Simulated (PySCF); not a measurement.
Bond stretch in SiO, singlet.

Methods: UKS-BHandHLYP = unrestricted BHandHLYP/cc-pVDZ (PySCF 2.14.0); UCCSD(T) = CCSD(T) on UHF/cc-pVDZ, 6 core orbitals frozen run with PySCF.

Energies relative to the lowest point of each curve near equilibrium, in kcal/mol:

| R / Å | UKS-BHandHLYP |
|---|---|
| 1.20 | 135.3 |
| 1.51 | 0.0 |
| 1.54 | 0.2 |
| 1.59 | 3.0 |
| 1.65 | 9.5 |
| 1.86 | 47.1 |
| 2.03 | 75.5 |
| 3.33 | 150.2 |
| 3.73 | 153.1 |
| 4.05 | 154.2 |
| 4.50 | 154.8 |
| 5.24 | 155.1 |

**Question.** What does UCCSD(T) give at the same points?

**Answer.** 1.20: 150.7; 1.51: 1.2; 1.54: 0.0; 1.59: 0.5; 1.65: 4.2; 1.86: 34.2; 2.03: 62.4; 3.33: 158.0; 3.73: 159.5; 4.05: 160.2; 4.50: 160.8; 5.24: 161.1 (kcal/mol).

The unrestricted determinant behind UKS-BHandHLYP is spin-contaminated at 1.86 to 6.09 Å (<S²> up to 2.0, against 0.00 for a pure singlet). The unrestricted solution behind UCCSD(T) changes between 2.26 and 2.52 Å, which can leave a kink. The unrestricted determinant behind UCCSD(T) is spin-contaminated at 1.75 to 6.09 Å (<S²> up to 2.0, against 0.00 for a pure singlet).
